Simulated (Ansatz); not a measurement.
An input meant for B(H2O)H3 (BOH₅) (charge 0, singlet).

```yaml
crystal:
  periodic: [false, false, false]
  atoms:
    - {symbol: B, position_ang: [0.123975, -0.206960, -1.344592]}
    - {symbol: O, position_ang: [0.170415, -0.256138, 1.887595]}
    - {symbol: H, position_ang: [-1.562464, -0.249924, 2.466171]}
    - {symbol: H, position_ang: [0.917780, 1.311490, 2.454762]}
    - {symbol: H, position_ang: [2.341642, -0.124407, -1.831526]}
    - {symbol: H, position_ang: [-1.058873, 1.688765, -1.817734]}
    - {symbol: H, position_ang: [-0.932456, -2.162808, -1.814656]}
basis:
  gaussian: {orbitals: "6-31++G**", final_grid: {core_spheres: 20, valence_spheres: 16, degree: 47}, nuclear_model: gaussian}
hamiltonian: {xc: {name: wB97X-V}}
scf: {omitted_lower_state_checks: [starts]}
output: {forces: true}
```

```sh
$ ansatz run in.yaml --threads 4 --pin off --events-out ev --progress --plain --max-ram 3916MiB
```

Shortened log:

```
Functional definition: wB97X-V
603 factors; integrals over basis functions are off by at most 1.0e-3 eV
176 factors; integrals over basis functions are off by at most 3.8e-5 eV
mean field evaluation 1: about -2773.3751 eV, gradient 5.8e1 eV
mean field evaluation 2: about -2687.1850 eV, gradient 1.4e2 eV
mean field evaluation 4: about -2781.8416 eV, gradient 1.6e1 eV
mean field evaluation 8: about -2782.5168 eV, gradient 3.9e-1 eV
mean field evaluation 16: about -2782.5121 eV, gradient 7.3e-4 eV
mean field -2782.51207348 eV, -102.2554326461 hartree, gradient 7.6e-5 eV, S^2 0.000000; 0 other end points of the search recorded, 0 dependent functions left out
reference -2782.51206903 eV, -102.2554324826 hartree; 9, 9 occupied and 59, 59 virtual orbitals, 603 factors
Total energy: -2782.51206903 eV, -102.2554324826 hartree
Atom 0 at     0.123975    -0.206960    -1.344592 Å, force    -0.006225    -0.008413    -2.189104 eV/Å
Atom 1 at     0.170415    -0.256138     1.887595 Å, force    -2.331617     3.721983     2.515478 eV/Å
Atom 2 at    -1.562464    -0.249924     2.466171 Å, force     4.518017     0.241660    -1.407171 eV/Å
Atom 3 at     0.917780     1.311490     2.454762 Å, force    -2.180389    -3.975207    -1.376320 eV/Å
Atom 4 at     2.341642    -0.124407    -1.831526 Å, force    -2.929233    -0.107304     0.837338 eV/Å
Atom 5 at    -1.058873     1.688765    -1.817734 Å, force     1.534340    -2.457414     0.804824 eV/Å
Atom 6 at    -0.932456    -2.162808    -1.814656 Å, force     1.395106     2.584696     0.814955 eV/Å
Dipole moment:    -0.203748     0.327386     0.470766 e Å
Checks for a lower state left out: starts
```

Task: What is wrong with this run?

Result: The coordinates are in bohr but typed as ångström. Self-consistency was reached. The result belongs to that input, not to the species as meant.
